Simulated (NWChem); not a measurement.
The numbers come from NWChem runs, not from measurements. System: hydrogen peroxide (H₂O₂), charge 0, spin multiplicity 1, at a geometry optimised with PBE0/def2-SVP. Level: B3LYP/6-31G* (spherical d), VWN1-RPA local correlation.

NWChem printed:

```
             Northwest Computational Chemistry Package (NWChem) 7.3.0
             --------------------------------------------------------

                                NWChem Input Module
                                -------------------

 Scaling coordinates for geometry "geometry" by  1.889725989
 (inverse scale =  0.529177249)

 Turning off AUTOSYM since
 SYMMETRY directive was detected!

                             Geometry "geometry" -> ""
                             -------------------------

 Output coordinates in angstroms (scale by  1.889725989 to convert to a.u.)

  No.       Tag          Charge          X              Y              Z
 ---- ---------------- ---------- -------------- -------------- --------------
    1 O                    8.0000    -0.29424000     0.64533100    -0.05470600
    2 O                    8.0000     0.29424000    -0.64533100    -0.05470600
    3 H                    1.0000     0.36729300     1.15027600     0.43764800
    4 H                    1.0000    -0.36729300    -1.15027600     0.43764800

 Effective nuclear repulsion energy (a.u.)      37.3948476217

            Nuclear Dipole moment (a.u.)
            ----------------------------
        X                 Y               Z
 ---------------- ---------------- ----------------
     0.0000000000     0.0000000000     0.0000000000

      Symmetry information
      --------------------

 Group name             C2
 Group number              4
 Group order               2
 No. of unique centers     2

      Symmetry unique atoms

     1    3


 Summary of "ao basis" -> "" (spherical)
 ------------------------------------------------------------------------------
       Tag                 Description            Shells   Functions and Types
 ---------------- ------------------------------  ------  ---------------------
 *                           6-31g*                   on all atoms

                              NWChem Property Module
                              ----------------------

                                 NWChem DFT Module
                                 -----------------

 Summary of "ao basis" -> "ao basis" (spherical)
 ------------------------------------------------------------------------------
       Tag                 Description            Shells   Functions and Types
 ---------------- ------------------------------  ------  ---------------------
 O                           6-31g*                  6       14   3s2p1d
 H                           6-31g*                  2        2   2s

 Summary of "ao basis" -> "ao basis" (spherical)
 ------------------------------------------------------------------------------
       Tag                 Description            Shells   Functions and Types
 ---------------- ------------------------------  ------  ---------------------
 O                           6-31g*                  6       14   3s2p1d
 H                           6-31g*                  2        2   2s

            General Information
            -------------------
          SCF calculation type: DFT
          Wavefunction type:  closed shell.
          No. of atoms     :     4
          No. of electrons :    18
           Alpha electrons :     9
            Beta electrons :     9
          Charge           :     0
          Spin multiplicity:     1
          Use of symmetry is: off; symmetry adaption is: off
          Maximum number of iterations: 100
          AO basis - number of functions:    32
                     number of shells:    16
          Convergence on energy requested:  1.00D-06
          Convergence on density requested:  1.00D-05
          Convergence on gradient requested:  5.00D-04

              XC Information
              --------------
                         B3LYP Method XC Potential
                     Hartree-Fock (Exact) Exchange  0.200
                        Slater Exchange Functional  0.800 local
                    Becke 1988 Exchange Functional  0.720 non-local
              Lee-Yang-Parr Correlation Functional  0.810
                  VWN I RPA Correlation Functional  0.190 local

             Grid Information
             ----------------
          Grid used for XC integration:  medium
[...]
              MO Center= -5.7D-05,  1.3D-04, -9.4D-02, r^2= 1.1D+00
   Bfn.  Coefficient  Atom+Function         Bfn.  Coefficient  Atom+Function
  ----- ------------  ---------------      ----- ------------  ---------------
     5      0.469379  1 O  pz                19     -0.469306  2 O  pz
     9      0.346537  1 O  pz                23     -0.346473  2 O  pz
     3     -0.113932  1 O  px                17     -0.113849  2 O  px
     7     -0.097300  1 O  px                21     -0.097238  2 O  px
     6     -0.085488  1 O  s                 20      0.085505  2 O  s

 Vector   10  Occ=0.000000D+00  E= 4.586584D-02
              MO Center= -2.6D-05, -3.0D-05,  1.3D-01, r^2= 2.0D+00
   Bfn.  Coefficient  Atom+Function         Bfn.  Coefficient  Atom+Function
  ----- ------------  ---------------      ----- ------------  ---------------
     6      0.677144  1 O  s                 20     -0.677187  2 O  s
    30     -0.558961  3 H  s                 32      0.559029  4 H  s
     8     -0.374049  1 O  py                22     -0.374025  2 O  py
     7      0.360952  1 O  px                21      0.360961  2 O  px
     4     -0.345602  1 O  py                18     -0.345586  2 O  py

 Vector   11  Occ=0.000000D+00  E= 7.331256D-02
              MO Center= -2.7D-05, -7.7D-05,  5.3D-01, r^2= 3.3D+00
   Bfn.  Coefficient  Atom+Function         Bfn.  Coefficient  Atom+Function
  ----- ------------  ---------------      ----- ------------  ---------------
    30      1.021944  3 H  s                 32      1.022010  4 H  s
     6     -0.632555  1 O  s                 20     -0.632526  2 O  s
     7     -0.262093  1 O  px                21      0.262075  2 O  px
     8     -0.219609  1 O  py                22      0.219694  2 O  py
     9     -0.194818  1 O  pz                23     -0.194828  2 O  pz

 Vector   12  Occ=0.000000D+00  E= 1.258433D-01
              MO Center=  4.4D-05,  1.2D-04,  3.6D-01, r^2= 2.8D+00
   Bfn.  Coefficient  Atom+Function         Bfn.  Coefficient  Atom+Function
  ----- ------------  ---------------      ----- ------------  ---------------
    30      0.967287  3 H  s                 32     -0.967163  4 H  s
     8     -0.545793  1 O  py                22     -0.545757  2 O  py
     4     -0.380136  1 O  py                18     -0.380119  2 O  py
     6     -0.209991  1 O  s                 20      0.209913  2 O  s
     9     -0.193346  1 O  pz                23      0.193321  2 O  pz

 center of mass
 --------------
 x =   0.00000000 y =   0.00000000 z =  -0.04822971

 moments of inertia (a.u.)
 ------------------
          58.739939312058          18.650628297853           0.000000000000
          18.650628297853          12.502881906606           0.000000000000
           0.000000000000           0.000000000000          67.959897845836

     Multipole analysis of the density
     ---------------------------------

     L   x y z        total         alpha         beta         nuclear
     -   - - -        -----         -----         ----         -------
     0   0 0 0     -0.000000     -9.000000     -9.000000     18.000000

     1   1 0 0     -0.000054     -0.000027     -0.000027      0.000000
     1   0 1 0      0.000061      0.000030      0.000030      0.000000
     1   0 0 1      0.708839      0.354419      0.354419      0.000000

     2   2 0 0     -8.742954     -7.326610     -7.326610      5.910265
     2   1 1 0      1.970756      4.901297      4.901297     -7.831838
     2   1 0 1     -0.000003     -0.000002     -0.000002      0.000000
     2   0 2 0     -6.274701    -19.759768    -19.759768     33.244835
     2   0 1 1     -0.000036     -0.000018     -0.000018      0.000000
     2   0 0 2     -8.532252     -5.035611     -5.035611      1.538970

 *** CALLING NEW AORESP DRIVER FOR CLOSED AND OPEN SHELLS ***
 Entering AOResponse driver routine

--------------------------------------------------------------------------------

          ****************
          *** RESPONSE ***
          ****************

 Response module for NWChem and dynamic CPKS solver

          -----------------------------------------------
          Solving response equations for perturbing field
          -----------------------------------------------

 number of frequencies:     1
 frequency in a.u.:  0.4280000E-01
 Perturbing field: electric
 Using El. Dipole Length Gauge

 Setting up CPKS with frequency omega =      0.04280000 a.u.

                            NWChem Dynamic CPHF Module
                            --------------------------

    scftype = RHF
    nclosed =    9
      nopen =    0
  variables =      414
  num. vecs =        3
  tolerance =   1.0D-04
  max. iter =   50

  int2e_file: Failed to allocate cache ... halving
 SCF residual:    1.9161233087735779E-004

Iterative solution of linear equations
  No. of variables      414
  No. of equations        3
  Maximum subspace       30
       Convergence  1.0D-04

 ga_lkain filestub:cphf_sol
 ga_lkain filesoln:./mol.cphf_sol

   iter   nsub   residual    time
   ----  ------  --------  ---------
     1      3    2.40D+00       1.3
     2      6    1.23D+00       1.8
     3      9    1.44D-01       2.2
     4     12    6.23D-03       2.7
     5     15    1.05D-03       3.1
     6     18    4.82D-04       3.6
     7     21    6.16D-05       4.0

 Electric Dipole Response Matrix (nonzero elements):

              1        2        3
    1    8.0267  -0.0114  -0.0000
    2   -0.0114  14.1790   0.0000
    3   -0.0000   0.0000   5.9973

 ------------------------------------------
 average:         9.40099 + I       0.00000

 DFT Linear Response polarizability / au
 Frequency  =       0.0428000 / au
 Wavelength =    1064.5643224 / nm
              X              Y              Z
 -----------------------------------------------
 X       8.0267050     -0.0114381     -0.0000032
 Y      -0.0114285     14.1789893      0.0000052
 Z      -0.0000030      0.0000049      5.9972822
 -----------------------------------------------
 Eigenvalues =       8.0266837     14.1790106      5.9972822
 Isotropic   =       9.4009922
 Anisotropic =       7.3793725
 -----------------------------------------------

 Magnetic Dipole Response Matrix (nonzero elements):
 Optical rotation tensor Beta

              1        2        3
    1    1.6600   0.7548   0.0001
    2    3.9541   1.2614   0.0000
    3   -0.0001  -0.0000  -2.6217

 ------------------------------------------
 average:         0.09990 + I       0.00000

 Principal components and PAS (Real part)
                 -2.62174
                  2.24140
                  0.68005
 ------------------------
 average:         0.09990

              1        2        3
    1   -0.0000   0.7922  -0.6102
    2   -0.0000   0.6102   0.7922
    3    1.0000   0.0000  -0.0000
 Exiting AOResponse driver routine

          -------------
          Dipole Moment
          -------------

 Center of charge (in au) is the expansion point
         X =       0.0000000 Y =       0.0000000 Z =       0.0000000

   Dipole moment        0.7088385749 A.U.
             DMX       -0.0000536488 DMXEFC        0.0000000000
             DMY        0.0000607182 DMYEFC        0.0000000000
             DMZ        0.7088385702 DMZEFC        0.0000000000
   -EFC- dipole         0.0000000000 A.U.
   Total dipole         0.7088385749 A.U.

   Dipole moment        1.8017015623 Debye(s)
             DMX       -0.0001363626 DMXEFC        0.0000000000
             DMY        0.0001543314 DMYEFC        0.0000000000
             DMZ        1.8017015505 DMZEFC        0.0000000000
   -EFC- dipole         0.0000000000 DEBYE(S)
   Total dipole         1.8017015623 DEBYE(S)

 1 a.u. = 2.541766 Debyes

 Task  times  cpu:        4.0s     wall:        4.0s

 Total times  cpu:        4.0s     wall:        4.0s
```

Problem. Write an NWChem input that would produce this output.

Solution. This is not unique; one that fits is 
```
start mol
memory heap 200 mb stack 800 mb global 1000 mb
geometry units angstroms nocenter noautoz
  O     -0.294240     0.645331    -0.054706
  O      0.294240    -0.645331    -0.054706
  H      0.367293     1.150276     0.437648
  H     -0.367293    -1.150276     0.437648
  symmetry group C2
end
basis spherical
  * library 6-31g*
end
dft
  xc b3lyp
  semidirect memsize 60000000 filesize 0
  iterations 100
end
property
  dipole
  response 1 0.0428
end
task dft property
```
